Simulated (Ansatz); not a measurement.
# AlH3OS: a nudged elastic band, and a look at its input

Aim: a nudged elastic band from the structure below. Read the input with care, then see what the program makes of it. The step meant is a 1,2-elimination at charge 0 and multiplicity 1, which changes O2–H4, Al1–O2, S3–H4.

Computed with Ansatz 0.2.0, Gaussian basis. Level: PBE0-D4/def2-SVP.

**1. The structure**

```
Al   -0.4031    0.3564   -0.1497
O     0.7019    0.3091    1.1327
S    -0.3009   -1.2875   -1.5696
H     0.7108   -1.8669   -0.8981
H    -1.4580    1.5130   -0.3309
H     0.7493    0.9760    1.8155
```

**2. The run**

run/in.yaml

```yaml
crystal:
  periodic: [false, false, false]
  atoms:
    - {symbol: Al, position_ang: [-0.403112, 0.356419, -0.149651]}
    - {symbol: O, position_ang: [0.701886, 0.309137, 1.132705]}
    - {symbol: S, position_ang: [-0.300938, -1.287496, -1.569554]}
    - {symbol: H, position_ang: [0.710802, -1.866908, -0.898094]}
    - {symbol: H, position_ang: [-1.457994, 1.512994, -0.330895]}
    - {symbol: H, position_ang: [0.749258, 0.975955, 1.815488]}
basis:
  gaussian: {orbitals: def2-SVP}
hamiltonian: {xc: pbe0, dispersion: d4}
neb:
  images: 5
  climbing: true
  max_iterations: 3
  initial_path: idpp
  final_atoms:
    - {symbol: Al, position_ang: [-0.715524, 0.273741, -0.637837]}
    - {symbol: O, position_ang: [0.787106, 0.136025, 0.613872]}
    - {symbol: S, position_ang: [-0.453018, -1.479501, -1.639371]}
    - {symbol: H, position_ang: [1.023541, -0.778622, 0.340618]}
    - {symbol: H, position_ang: [-1.420191, 1.627276, -0.251830]}
    - {symbol: H, position_ang: [0.777985, 0.221180, 1.574549]}
```

Command:

```bash
ansatz run in.yaml --threads 2 --pin off --events-out ev --progress --plain --max-ram 4352MiB
```

What does the calculation give? Wanted: this run.

**Answer**, as computed:

| quantity | value |
| --- | --- |
| this run | not converged |
| fault | too few iterations |

In words: Three iterations were allowed, too few to relax the band.
